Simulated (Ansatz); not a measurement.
**CH₄OS (SMILES OCS): single points off equilibrium**

An exercise on one series of results from a longer session: the logs are not shown, and one member is left open.

Method: single points in def2-TZVPP; program: Ansatz 0.2.0, Gaussian basis.

Cores are frozen in the correlated methods.

### Starting geometry

7 atoms, charge 0, spin multiplicity 1.

Atoms are counted from 1 here; the program's logs count them from 0.

Bond lengths: O1–C2 1.389 Å, O1–H4 1.002 Å, C2–S3 1.836 Å, C2–H5 1.099 Å, C2–H6 1.135 Å, S3–H7 1.329 Å. Angles: C2–O1–H4 104.7°, O1–C2–S3 112.4°, O1–C2–H5 117.4°, O1–C2–H6 104.4°, S3–C2–H5 105.0°, S3–C2–H6 106.5°, H5–C2–H6 110.8°, C2–S3–H7 97.7°.

Coordinates:

```mol
CH4OS
  3D, bonds by distance, orders not assigned

  7  6  0  0  0  0  0  0  0  0999 V2000
   -1.1718   -0.4511   -0.0793 O   0  0
   -0.1528    0.4933   -0.0601 C   0  0
    1.5114   -0.2757    0.0450 S   0  0
   -1.0873   -0.8986   -0.9721 H   0  0
   -0.0926    1.1889   -0.9094 H   0  0
   -0.3102    1.0572    0.9119 H   0  0
    1.3202   -0.9613    1.1672 H   0  0
  1  2  8  0
  1  4  8  0
  2  3  8  0
  2  5  8  0
  2  6  8  0
  3  7  8  0
M  END
```

The first run:

run/in.yaml reads:

```yaml
crystal:
  periodic: [false, false, false]
  atoms:
    - {symbol: O, position_ang: [-1.171800, -0.451100, -0.079300]}
    - {symbol: C, position_ang: [-0.152800, 0.493300, -0.060100]}
    - {symbol: S, position_ang: [1.511400, -0.275700, 0.045000]}
    - {symbol: H, position_ang: [-1.087300, -0.898600, -0.972100]}
    - {symbol: H, position_ang: [-0.092600, 1.188900, -0.909400]}
    - {symbol: H, position_ang: [-0.310200, 1.057200, 0.911900]}
    - {symbol: H, position_ang: [1.320200, -0.961300, 1.167200]}
basis:
  gaussian: {orbitals: def2-TZVPP}
correlation: {method: ccsd_t}
output: {forces: true}
```

No record of the launch command was kept for these runs.

Steps of the session up to this table: CCSD(T)/def2-TZVPP; PBE0-D4/def2-TZVPP; wB97M-V/def2-TZVPP; r2SCAN-D4/def2-TZVPP; PBE-D4/def2-TZVPP; SPW92/def2-TZVPP; BLYP-D4/def2-TZVPP.

One of the session's tables, all rows but one given; the rest of the session is left out.

| method | RMS force component (eV/Å) | angle to CCSD(T) forces (°) | dipole (D) |
| --- | --- | --- | --- |
| CCSD(T) | 0.920 | reference | 0.82 |
| PBE0-D4 | 0.916 | 10.3 | 0.87 |
| wB97M-V | 0.929 | 4.7 | 0.85 |
| r2SCAN-D4 | 0.883 | 5.8 | 0.90 |
| PBE-D4 | ? | ? | ? |
| SPW92 | 0.760 | 25.1 | 0.84 |
| BLYP-D4 | 0.838 | 16.2 | 0.84 |

Q: Estimate the row for PBE-D4 from the others.

As computed: RMS force component (eV/Å): 0.797; angle to CCSD(T) forces (°): 14.0; dipole (D): 0.86. In the column «RMS force component (eV/Å)» it lies between SPW92 (0.760) and BLYP-D4 (0.838).
